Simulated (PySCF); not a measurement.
PySCF input (M06-2X/6-31G* (5d)):

```python
from pyscf import gto, dft

mol = gto.M(
    atom='''
    S     0.10491123   -0.00079548    0.04460729
    H    -0.32425306    0.99411402   -0.77358955
    H    -0.34497428   -0.99733403   -0.76036906
    H    -1.00935239    0.01594770    0.82024201
    ''',
    basis='6-31g*',
    charge=1,
    spin=0,
    verbose=4,
)

mf = dft.RKS(mol, xc='m062x')
mf.grids.level = 4
mf.conv_tol = 1e-9
mf.max_cycle = 100
mf.max_memory = 1500
mf.kernel()
if not mf.converged:
    mf = mf.newton()
    mf.kernel(mf.make_rdm1())
mf.dip_moment()
```

Problem. Predict the final energy.

Solution. -399.60499 Eh.
